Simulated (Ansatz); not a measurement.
System: rock-salt RbBr. Method: PBE in Ansatz (plane waves, PAW).

Run with plane-wave cutoff 520 eV, 8×8×8 k mesh, Fermi–Dirac smearing 0.01 eV, scalar-relativistic PAW data made under PBE.

On both sides of the equilibrium volume: at 42.332 Å³/atom the pressure is 0.25 GPa and the direct gap at Γ 4.239 eV; at 44.060 Å³/atom they are -0.22 GPa and 4.144 eV. The fitted bulk modulus is 11.8 GPa.

### Question
Work out the volume deformation potential of this gap and its pressure coefficient, in two ways.

### Answer
a_V = dE_g/d ln V = (4.144 − 4.239)/ln(44.060/42.332) = -2.37 eV. Since dP = −B d ln V, dE_g/dP = −a_V/B = 201 meV/GPa. Straight from the pressures: (4.239 − 4.144)/(0.25 − (-0.22)) = 202 meV/GPa. At this level and over this range the gap at Γ widens under pressure.

Spin–orbit coupling is not included.

Ansatz is an electronic-structure program.
